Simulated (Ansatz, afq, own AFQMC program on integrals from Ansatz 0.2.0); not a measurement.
# Where AFQMC and coupled cluster stand for CH$_{5}$N$_{2}$⁺, singlet

```xyz
8

N    -0.5306    0.7930   -0.6888
C    -0.0317    0.2076    0.3688
N     0.5561   -0.9603    0.3915
H    -0.5056    0.3795   -1.6181
H    -0.9695    1.7052   -0.6042
H    -0.1133    0.7438    1.3210
H     0.9127   -1.3319    1.2672
H     0.6820   -1.5368   -0.4373
```

Basis def2-TZVP. Only valence electrons are correlated. Ansatz 0.2.0 and our own AFQMC program on the same integrals; the CISD trial comes from CCSD amplitudes, and released means the phaseless constraint is let go. Uncertainties: one standard error, sampling alone.

Determinant: RHF, the one that the program's search chose, which needn't be the lowest solution. The geometry is a PBE0/def2-SVP stationary point of this or a neighbouring charge and spin state.

No full CI on the walks' own integrals is used here. The released AFQMC energy serves as the reference, which it does only where one determinant dominates, the energy is flat over the last release times and near the phaseless one (40 meV or 2 meV an electron, half that with transition metals). On small molecules, where full CI could be run and the noise was under 10 meV, such values lay within 10 meV of it in 19 cases of 20, a flattering rate, since the rule was set on those same cases; what remains of the bias isn't in the error bar.

Cautions: the released value is read at 1.50 1/Eh with a noise of 13 meV, more than in the cases checked (meV from the phaseless value at times in 1/Eh: -1 ± 7 at 0.24, -25 ± 7 at 0.51, -29 ± 10 at 0.99, -27 ± 13 at 1.50).

```
T1 diagnostic                               : 0.0143
weight of the determinant in the CISD state : 0.845
size of the correlated space                : 18 electrons in 120 orbitals
```

Reference: AFQMC with the constraint released, correlation energy -16.382 ± 0.013 eV.

| level | E − E(reference) (kcal/mol) | share of correlation (%) |
| --- | --- | --- |
| HF | 377.78 ± 0.30 | 0.00 |
| MP2 | 30.58 ± 0.30 | 91.90 |
| CCSD | 15.48 ± 0.30 | 95.90 |
| CCSD(T) | 1.22 ± 0.30 | 99.68 |
| ph-AFQMC/CISD | 0.61 ± 0.34 | 99.84 |

A walk keeps the symmetry of its determinant, which the program's search chose and which needn't be the lowest solution, so a lower state of the same spin and another symmetry isn't excluded. Released energies are given only where the last usable release times agree within the noise; a slower fall can still hide under it.
